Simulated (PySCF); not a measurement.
## Sulfur: a sound run and one with changed settings

Sound run: S [Ne] 3s2 3p4, S⁺ [Ne] 3s2 3p3. Calculation: PySCF 2.14, in 6-31G* (4s3p1d, 18 functions); no relativity, point nucleus. In the sound run the correlated levels freeze [Ne]. The sound run starts from symmetry-adapted Hartree-Fock orbitals and uses a fine grid where one is needed.

Changed run: a valence shell is frozen. This setting is unsound on purpose.

```
species   method  sound run (hartree)  changed run (hartree)  converged
      S      MP2           -397.55092             -397.50847        yes
      S  CCSD(T)           -397.56991             -397.51607        yes
     S⁺      MP2           -397.20271             -397.15308        yes
     S⁺  CCSD(T)           -397.22125             -397.15772        yes
```

Ionisation energy of S:

```
 method  sound run (eV)  changed run (eV)
    UHF           9.148             9.148
    MP2           9.475             9.671
SCS-MP2           9.503             9.808
   CCSD           9.475             9.743
CCSD(T)           9.487             9.751
```

Freezing a valence shell removes pair correlation that changes on ionisation.

For comparison, NIST gives 10.360 eV between the lowest levels.
